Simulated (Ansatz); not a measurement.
# SiGePH, triplet in cc-pVDZ: errors against UCCSDT(Q)

Geometry: displaced at random from a stationary point.

```yaml
atoms:
  - { symbol: Ge, position_ang: [-0.0006, 0.1959, 0.9579] }
  - { symbol: Si, position_ang: [-0.1160, 0.7548, -1.5432] }
  - { symbol: P, position_ang: [0.0722, -1.1933, -0.7830] }
  - { symbol: H, position_ang: [1.0574, 1.5183, -1.9734] }
```

Basis cc-pVDZ; Ansatz 0.2.0. Only valence electrons are correlated (noble-gas cores and the filled d shells of p-block atoms frozen), which leaves 14 electrons in 44 orbitals. Prefix R: restricted or restricted open-shell reference; prefix U: unrestricted. No spin–orbit coupling is included, and no scalar relativity.

Full CI isn't at hand for all of this; UCCSDT(Q) serves as the reference, and is uncertain by about the last step of the cluster series.

The UHF ⟨S²⟩ is 2.040 and the T1 diagnostic (RCCSD) is 0.0328. The largest doubles amplitude (RCCSD) is 0.064 and the T1 diagnostic (UCCSD) is 0.0301.

Question: From what is known of these methods and the diagnostics, rank them by the size of their error in total energy against UCCSDT(Q) in cc-pVDZ, smallest first (an estimate: the text doesn't fix the numbers).
A. UCCSDT
B. UCCSD(T)
C. UMP2
D. UHF
E. UCCSD

Answer: A (4.4 kJ/mol), B (8.1 kJ/mol), E (51.0 kJ/mol), C (137.2 kJ/mol), D (823.2 kJ/mol).

All errors are against UCCSDT(Q) in cc-pVDZ. Within each family the higher level lies nearer, as is usual though not guaranteed.
